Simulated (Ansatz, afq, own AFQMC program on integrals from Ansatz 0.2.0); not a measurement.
Ga, doublet: AFQMC among the cluster methods

A free Ga atom.

Basis cc-pVDZ. Only valence electrons are correlated. AFQMC by an in-house program on the Cholesky factors that Ansatz 0.2.0 writes for its CCSD(T) run. The CISD trial takes its coefficients from CCSD amplitudes. Released means that phaseless walkers are propagated on without the constraint, phases kept. Free AFQMC starts from the CCSD state and is never constrained. Its projection time is finite, and what remains of the start isn't in its error. Error bars are statistical, one sigma. No spin–orbit coupling.

Determinant: UHF, the one that the program's search chose, which needn't be the lowest solution.

Full CI on the same integrals is exact in this basis and with this determinant's frozen core.

Cautions: no relativity below Rb; no spin-orbit coupling; inner d shell frozen.

```
T1 diagnostic                               : 0.0108
weight of the determinant in the CISD state : 0.945
⟨S²⟩ of the determinant                     : 0.760
size of the correlated space                : 3 electrons in 13 orbitals
```

```json
{"level": "MP2", "correlation energy (eV)": "-0.7886"}
{"level": "CCSD", "correlation energy (eV)": "-1.1856"}
{"level": "CCSD(T)", "correlation energy (eV)": "-1.1991"}
```

**Question.** Estimate where full CI lies against CCSD(T) on the same integrals.

**Answer.** 0.15 kcal/mol below CCSD(T).

Reference: full CI, correlation energy -1.206 eV. The released energy is read at 1.50 1/Eh (meV from the phaseless value at times in 1/Eh: -0.1 ± 0.4 at 0.24, -0.3 ± 0.4 at 0.50, -0.70 ± 0.24 at 1.00, -0.7 ± 0.3 at 1.50).

```json
{"level": "CCSD(T)", "E − E(reference) (kcal/mol)": "0.15", "share of correlation (%)": "99.46"}
{"level": "ph-AFQMC/HF", "E − E(reference) (kcal/mol)": "0.89 ± 0.20", "share of correlation (%)": "96.81"}
{"level": "ph-AFQMC/CISD", "E − E(reference) (kcal/mol)": "0.03 ± 0.009", "share of correlation (%)": "99.91"}
{"level": "released AFQMC", "E − E(reference) (kcal/mol)": "0.01 ± 0.006", "share of correlation (%)": "99.97"}
{"level": "free AFQMC", "E − E(reference) (kcal/mol)": "0.00 ± 0.002", "share of correlation (%)": "100.00"}
```

Free projections are given only where their last times agree within the noise and don't stop above the reference; a slow remainder of the start can still hide under it. A walk keeps the symmetry of its determinant, which the program's search chose and which needn't be the lowest solution, so a lower state of the same spin and another symmetry isn't excluded. Released energies are given only where the last usable release times agree within the noise; a slower fall can still hide under it.
